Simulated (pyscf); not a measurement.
Single points on ωB97X-D3(BJ)/def2-SVP structures (PySCF, gas phase).

Problem. For O=Zr(OH)–OH + hydrogen (H₂) -> HO–ZrH(OH)–OH, an addition across a multiple bond or ene-type step (singlet surface; H–H broken, H–O, H–Zr formed), PBE/def2-TZVP gives ΔE‡ = -0.14 eV and ΔE = -1.27 eV (zero: the separated reactants). In which direction and how far do B3LYP-D3(BJ)/def2-TZVP, PBE0-D3(BJ)/def2-TZVP, ωB97M-D3(BJ)/def2-TZVP move these?

Solution. B3LYP-D3(BJ): ΔE‡ = -0.03 eV, ΔE = -1.49 eV; PBE0-D3(BJ): ΔE‡ = -0.12 eV, ΔE = -1.53 eV; ωB97M-D3(BJ): ΔE‡ = 0.03 eV, ΔE = -1.56 eV. PBE's barrier lies under all of them, by 0.02 to 0.17 eV. Its reaction energy lies over all of them, by 0.22 to 0.29 eV. On the reactant side the descent ends in an adduct with a H–Zr contact, 0.36 eV under the separated species and 0.35 eV under the saddle at ωB97X-D3(BJ)/def2-TZVP. At PBE, B3LYP-D3(BJ), PBE0-D3(BJ) the saddle lies under the separated reactants, which points to a path from their complex (located at ωB97X-D3(BJ) alone). This is the saddle that the search found; another between the same sides may lie lower. Elements past Kr carry the def2 core potentials, without spin-orbit coupling.
